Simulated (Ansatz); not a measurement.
# BHO₂: ionisation energy by level of theory

Aim: the vertical ionisation energy of BHO₂, as cation minus neutral at the neutral's geometry, on several levels, and how well −ε(HOMO) stands in for it.

The runs use Ansatz 0.2.0, Gaussian basis; unrestricted cation, the program's frozen cores in correlated methods.

The runs, in order: UKS PBE-D4/def2-TZVPP; UKS r2SCAN-D4/def2-TZVPP; UKS PBE0-D4/def2-TZVPP; UKS B3LYP-D4/def2-TZVPP; UKS wB97X-V/def2-TZVPP; UKS wB97M-V/def2-TZVPP; UKS B2PLYP/def2-TZVPP; UHF-CCSD(T)/def2-TZVPP; UHF-MP2/def2-QZVPP; extrapolation to the limit; then −ε(HOMO) from the neutral's earlier runs with LDA (SPW92), PBE-D4, revPBE-D4, BLYP-D4, r2SCAN-D4, B97M-V, PBE0-D4, B3LYP-D4, r2SCANh-D4, r2SCAN0-D4, HSE06-D4, BHLYP-D4, CAM-B3LYP-D4, LC-ωPBE, ωB97X-V, ωB97M-V.

### 1 Structure used throughout

The geometry comes from an earlier relaxation with PBE0-D4 in a triple-zeta def2 set; it is a stationary point.

SMILES `O=BO`, 4 atoms, charge 0, spin multiplicity 1.

Atoms are counted from 1 here; the program's logs count them from 0.

Bond lengths: O1–B2 1.210 Å, B2–O3 1.322 Å, O3–H4 0.960 Å. Angles: O1–B2–O3 177.5°, B2–O3–H4 117.0°.

### 2 Cation, UKS PBE-D4/def2-TZVPP

Contents of in.yaml:

```yaml
crystal:
  periodic: [false, false, false]
  atoms:
    - {symbol: O, position_ang: [-1.555103, 0.523537, 0.428537]}
    - {symbol: B, position_ang: [-0.423913, 0.132023, 0.248564]}
    - {symbol: O, position_ang: [0.816729, -0.302029, 0.108558]}
    - {symbol: H, position_ang: [1.162287, -0.353531, -0.785659]}
basis:
  gaussian: {orbitals: def2-TZVPP}
total_charge: 1
magnetization: {spin_polarized: true, initial_magnetization: 1}
hamiltonian: {xc: pbe, dispersion: d4}
```

The runs that follow: Cation, UKS r2SCAN-D4/def2-TZVPP; Cation, UKS PBE0-D4/def2-TZVPP; Cation, UKS B3LYP-D4/def2-TZVPP; Cation, UKS wB97X-V/def2-TZVPP; Cation, UKS wB97M-V/def2-TZVPP; Cation, UKS B2PLYP (frozen core)/def2-TZVPP; Cation, UHF-CCSD(T)/def2-TZVPP; Cation, UHF-MP2/def2-QZVPP.

Q: Predict the results of all the runs planned. Wanted: ionisation energy, CCSD(T)/CBS; nearest functional by difference; nearest −ε(HOMO); −ε(HOMO) of PBE; T1 of the cation.

**Answer**, as computed:

```
                        quantity               value
  ionisation energy, CCSD(T)/CBS            12.58 eV
nearest functional by difference   B2PLYP (-0.18 eV)
                nearest −ε(HOMO)  LC-ωPBE (-0.29 eV)
                 −ε(HOMO) of PBE             7.77 eV
                T1 of the cation               0.032
```

In words: Energy differences with functionals land within 0.46 eV of the reference. −ε(HOMO) of PBE misses by 4.8 eV, since self-interaction lifts the level. Among orbital estimates LC-ωPBE comes nearest. Hartree-Fock falls 1.83 eV short, as the neutral has more correlation energy than the cation. The cation's T1 (from the report) is 0.032, near the customary mark of 0.045 for open shells, so the coupled-cluster value is less safe.
